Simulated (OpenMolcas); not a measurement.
# BH3 (borane) at 6 levels

Aim: a comparison of 6 runs (B3LYP/6-31G, M06-2X/6-31G, PBE/6-31G, PBE0/6-31G, SVWN5/6-31G, CISD/6-31G) of BH3 (borane). 

Program for the calculation: OpenMolcas 26.06.

## (1) The structure to begin with

BH3 has 4 atoms, charge 0, and is taken as a singlet. SMILES: `B`. The coordinates come from a PBE0-D4/def2-TZVP relaxation.

Bond lengths: B1–H2 1.193 Å, B1–H3 1.193 Å, B1–H4 1.193 Å. Angles: H2–B1–H3 120.0°, H2–B1–H4 120.0°, H3–B1–H4 120.0°.

## (2) A single-point energy at B3LYP/6-31G (run 1)

File job.input:

```
&gateway
 baslib=$CurrDir
 coord
 4
 angstrom
 B        0.013900      -0.015100      -0.005100
 H        0.982200       0.381700       0.568800
 H       -0.276200      -1.171800       0.043000
 H       -0.664400       0.744900      -0.626900
 basis=6-31G
 group=NoSym

&seward
 gridinput
 Grid=UltraFine
 End of Grid

&scf
 ksdft=B3LYP
 thresholds=1e-10 1e-07 1e-07 1e-05
 prorbitals=1 1
```

The basis set 6-31G is read from a file made from the Basis Set Exchange's data (not shown).

Command:

```bash
$ export MOLCAS_MEM=1860
$ pymolcas job.input > job.log
```

The program printed:

```text
--- Start Module: gateway ---
[...]
--- Stop Module: gateway /rc=_RC_ALL_IS_WELL_ ---
--- Start Module: seward ---
[...]
      Basis functions           15
--- Stop Module: seward /rc=_RC_ALL_IS_WELL_ ---
--- Start Module: scf ---
[...]
       Convergence after   8 Iterations
[...]
::    Total KS-DFT energy                             -26.6059592702
[...]
      Total spin, S                                     0.0000000000
[...]
      Total electronic charge=    8.000000
      Total            charge=   -0.000000
[...]
      Dipole Moment (debye):
      Origin of the operator (angstrom)=    0.0139   -0.0151   -0.0051
                   X=  6.8161E-05               Y= -2.8677E-05               Z= -1.6813E-04           Total=  1.8367E-04
      Quadrupole Moment (debye*angstrom):
[...]
--- Stop Module: scf /rc=_RC_ALL_IS_WELL_ ---
[...]
```

Wall time 3.9 s (1 thread of AMD EPYC 7R43 (Zen 3), shared host); peak memory 0.37 GiB.

## (3) A single-point energy at M06-2X/6-31G (run 2)

File job.inp:

```
&GATEWAY
 BasLib
 $CurrDir
 Coord
 4
 angstrom
 B        0.013900      -0.015100      -0.005100
 H        0.982200       0.381700       0.568800
 H       -0.276200      -1.171800       0.043000
 H       -0.664400       0.744900      -0.626900
 Basis
 6-31G
 Group
 NoSym

&SEWARD
 GridInput
 Grid=UltraFine
 End of Grid

&SCF
 KSDFT
 M062X
 Thresholds
 1e-10 1e-07 1e-07 1e-05
 PrOrbitals
 1 1
```

The basis set 6-31G is read from a file made from the Basis Set Exchange's data (not shown).

Command:

```bash
$ export MOLCAS_MEM=1860
$ pymolcas job.inp > job.log
```

The program printed:

```text
--- Start Module: gateway ---
[...]
--- Stop Module: gateway /rc=_RC_ALL_IS_WELL_ ---
--- Start Module: seward ---
[...]
      Basis functions           15
--- Stop Module: seward /rc=_RC_ALL_IS_WELL_ ---
--- Start Module: scf ---
[...]
       Convergence after   8 Iterations
[...]
::    Total KS-DFT energy                             -26.5770465220
[...]
      Total spin, S                                     0.0000000000
[...]
      Total electronic charge=    8.000000
      Total            charge=   -0.000000
[...]
      Dipole Moment (debye):
      Origin of the operator (angstrom)=    0.0139   -0.0151   -0.0051
                   X=  7.1935E-05               Y= -1.3878E-05               Z= -1.7121E-04           Total=  1.8623E-04
      Quadrupole Moment (debye*angstrom):
[...]
--- Stop Module: scf /rc=_RC_ALL_IS_WELL_ ---
[...]
```

Run time: 4.2 s. Hardware: 1 thread of AMD EPYC 7R43 (Zen 3), shared host; peak memory 0.37 GiB.

Runs 3 to 5 aren't shown in full; the table further down has their settings and results.

## (4) A single-point energy at CISD/6-31G (run 6)

File job.inp:

```
&GATEWAY
  BasLib
  $CurrDir
  Coord
  4
  angstrom
  B        0.013900      -0.015100      -0.005100
  H        0.982200       0.381700       0.568800
  H       -0.276200      -1.171800       0.043000
  H       -0.664400       0.744900      -0.626900
  Basis
  6-31G
  Group
  NoSym

&SEWARD

&SCF
  Thresholds
  1e-10 1e-07 1e-07 1e-05
  PrOrbitals
  1 1

&MOTRA
  Frozen
  1

&GUGA
  Electrons
  6
  Spin
  1
  Inactive
  3
  Active
  0
  CIAll
  1

&CPF
  SDCI
```

The basis set 6-31G is read from a file made from the Basis Set Exchange's data (not shown).

Command:

```bash
$ export MOLCAS_MEM=1860
$ pymolcas job.inp > job.log
```

The program printed:

```text
--- Start Module: gateway ---
[...]
--- Stop Module: gateway /rc=_RC_ALL_IS_WELL_ ---
[...]
      Basis functions           15
[...]
       Convergence after   9 Iterations
[...]
::    Total SCF energy                                -26.3767059905
[...]
      Total spin, S                                     0.0000000000
[...]
      *** WARNING: Default frozen orbitals is overwritten by user input.
      *** Default values:   1
[...]
--- Start Module: guga ---
[...]
--- Stop Module: guga /rc=_RC_ALL_IS_WELL_ ---
--- Start Module: cpf ---
[...]
      Active orbitals                            0       0
[...]
      Spin quantum number                      0.0
[...]
     FINAL CI ENERGY           -26.44698514
     FINAL CORRELATION ENERGY   -0.07027915  REFERENCE ENERGY     -26.37670599
[...]
     REL. CI ENERGY            -26.44698514
[...]
      Total electronic charge=    8.000000
      Total            charge=    0.000000
[...]
      Dipole Moment (debye):
      Origin of the operator (angstrom)=    0.0139   -0.0151   -0.0051
                   X=  7.1577E-05               Y= -3.8122E-05               Z= -1.6993E-04           Total=  1.8829E-04
      Quadrupole Moment (debye*angstrom):
[...]
--- Stop Module: cpf /rc=_RC_ALL_IS_WELL_ ---
[...]
```

It took 2.2 s on 1 thread of AMD EPYC 7R43 (Zen 3), shared host; peak memory 0.37 GiB.

## (5) The series

```csv
run,level,integration grid,frozen core orbitals,energy (Eh),dipole moment (D) of the reference,HOMO energy (eV),LUMO energy (eV),wall time
1,B3LYP/6-31G,UltraFine,–,-26.605959,0.00,-9.61,-1.85,3.9 s
2,M06-2X/6-31G,UltraFine,–,-26.577047,0.00,-11.17,-0.57,4.2 s
3,PBE/6-31G,UltraFine,–,-26.536674,0.00,-8.34,-2.75,3.6 s
4,PBE0/6-31G,UltraFine,–,-26.549564,0.00,-9.85,-1.64,3.6 s
5,SVWN5/6-31G,UltraFine,–,-26.255926,0.00,-8.31,-3.04,3.3 s
6,CISD/6-31G,–,1,-26.446985,0.00,-13.48,2.32,2.2 s
```

## (6) Results

```
                                         quantity         value
                              run 6: total energy  -26.44699 Eh
        run 6: dipole moment (mean-field density)        0.00 D
       run 6: HOMO energy (Hartree–Fock orbitals)     -13.48 eV
       run 6: LUMO energy (Hartree–Fock orbitals)       2.32 eV
     run 6: HOMO–LUMO gap (Hartree–Fock orbitals)      15.80 eV
run 6: correlation energy (1 core orbital frozen)     -70.3 mEh
```

In words: Over runs 1, 2, 3, 4, 5 the HOMO–LUMO gap runs from 5.27 eV (SVWN5/6-31G) to 10.60 eV (M06-2X/6-31G). Totals of different functionals can't be ranked against each other. All runs together took 21 s, the longest 4.2 s.
